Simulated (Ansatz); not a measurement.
Cubic perovskite KTaO₃, treated with PBE (plane waves, PAW; Ansatz, a first-principles code).

Run with plane-wave cutoff 520 eV, 6×6×6 k mesh, scalar-relativistic PAW data made under PBE.

Computed at the level's own relaxed cell.

Hill averages of the elastic tensor: K = 188.0 GPa, G = 122.5 GPa. Volume 13.037 Å³/atom, mean atomic mass 53.609 u.

Work out the density, the sound velocities of a polycrystal and the elastic Debye temperature at this level.

ρ = 1.66054 × 53.609/13.037 = 6.828 g/cm³. v_l = √[(K + 4G/3)/ρ] = 7.173 km/s and v_t = √(G/ρ) = 4.236 km/s. The mean follows from 3/v_m³ = 1/v_l³ + 2/v_t³: v_m = 4.693 km/s. Θ_D = (ħ/k_B) v_m (6π²/V)^(1/3) = 76.38 K Å s/km × 4.693 × 1.6561 Å⁻¹ = 594 K, counting all atoms of the cell.

Note: the relaxation could not lower the start's symmetry, so the cell can be a saddle point above a distorted one.
